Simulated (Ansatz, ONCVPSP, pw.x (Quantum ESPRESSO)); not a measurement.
**What a changed setting does to a pw.x run (bcc Fe)**

Potential: optimised norm-conserving Vanderbilt (ONCV), ONCVPSP 4.0.1, PBE; core [Ne], reference 3s2 3p6 3d6 4s2; waves: 3s+4s: rc 1.60 bohr, ncon 3, nbas 7, qcut 6.5 1/bohr, 2 projectors; 3p: rc 0.95 bohr, ncon 4, nbas 9, qcut 9 1/bohr, 2 projectors, debl 3.1 Ha; 3d: rc 1.96 bohr, ncon 5, nbas 10, qcut 8.7 1/bohr, 1 projector; local part: polynomial inside 0.75 bohr (lpopt 1, dvloc0 3 Ha); core correction: Teter function, fcfact 4.5, rcfact 1.1.

The reference run (k-mesh 17³, cutoffs 150/600 Ry, Fermi–Dirac 0.01 Ry, mixing_beta 0.4, conv_thr 1e-9, no spin) gives 3.00 GPa at 10.545 Å³/atom, where all-electron LAPW gives 0.48 GPa. This run, with its own iteration cap, changes smearing to gauss.

```
&control
  calculation='scf', prefix='x', pseudo_dir='./', outdir='./tmp', tstress=.true., disk_io='none'
/
&system
  ibrav=0, nat=1, ntyp=1, ecutwfc=150, ecutrho=600, nbnd=16,
  occupations='smearing', smearing='gauss', degauss=0.01
/
&electrons
  conv_thr=1e-09, mixing_beta=0.4, electron_maxstep=50
/
ATOMIC_SPECIES
Fe 1.0 Fe.UPF
CELL_PARAMETERS angstrom
  -1.38142994 1.38142994 1.38142994
  1.38142994 -1.38142994 1.38142994
  1.38142994 1.38142994 -1.38142994
ATOMIC_POSITIONS crystal
Fe 0.0000 0.0000 0.0000
K_POINTS automatic
17 17 17 0 0 0
```

```bash
pw.x < Fe.scf.in > Fe.scf.out
```

Task: How does the run end?

Result: It converges in 7 iterations; the free energy moves by +82.5 meV/atom and the pressure by -1.72 GPa. Gaussian smearing of the same width is narrower in effect than Fermi–Dirac, so its quadratic term in F is smaller.

```
Message from routine setup:
     using ibrav=0 with symmetry is DISCOURAGED, use correct ibrav instead
     lattice parameter (alat)  =       4.5216  a.u.
     unit-cell volume          =      71.1612 (a.u.)^3
     number of electrons       =        16.00
     number of Kohn-Sham states=           16
     kinetic-energy cutoff     =     150.0000  Ry
     charge density cutoff     =     600.0000  Ry
     scf convergence threshold =      1.0E-09
     Exchange-correlation= PBE
     number of k points=   165  Gaussian smearing, width (Ry)=  0.0100
     iteration #  1     ecut=   150.00 Ry     beta= 0.40
     total energy              =    -244.36331088 Ry
     estimated scf accuracy    <       0.02735039 Ry
     iteration #  2     ecut=   150.00 Ry     beta= 0.40
     total energy              =    -244.36935788 Ry
     estimated scf accuracy    <       0.00151503 Ry
     iteration #  3     ecut=   150.00 Ry     beta= 0.40
     total energy              =    -244.36955062 Ry
     estimated scf accuracy    <       0.00028463 Ry
     iteration #  4     ecut=   150.00 Ry     beta= 0.40
     total energy              =    -244.36955558 Ry
     estimated scf accuracy    <       0.00000083 Ry
     iteration #  5     ecut=   150.00 Ry     beta= 0.40
     total energy              =    -244.36955586 Ry
     estimated scf accuracy    <       0.00000014 Ry
     iteration #  6     ecut=   150.00 Ry     beta= 0.40
     total energy              =    -244.36955587 Ry
     estimated scf accuracy    <          2.9E-09 Ry
     iteration #  7     ecut=   150.00 Ry     beta= 0.40
     the Fermi energy is    20.6689 ev
!    total energy              =    -244.36955587 Ry
     estimated scf accuracy    <          3.0E-10 Ry
     smearing contrib. (-TS)   =      -0.00225202 Ry
     The total energy is F=E-TS. E is the sum of the following terms:
     one-electron contribution =     -93.34473668 Ry
     hartree contribution      =      56.89909388 Ry
     xc contribution           =     -29.48168599 Ry
     ewald contribution        =    -178.43997507 Ry
     convergence has been achieved in   7 iterations
          total   stress  (Ry/bohr**3)                   (kbar)     P=       12.80
     Message from routine punch:
     Nothing written, as per user request (disk_io='none')
```

The run took about 27 s on one core of a shared host (Intel(R) Xeon(R) 6975P-C, 192 threads, 378 GiB, load 57).
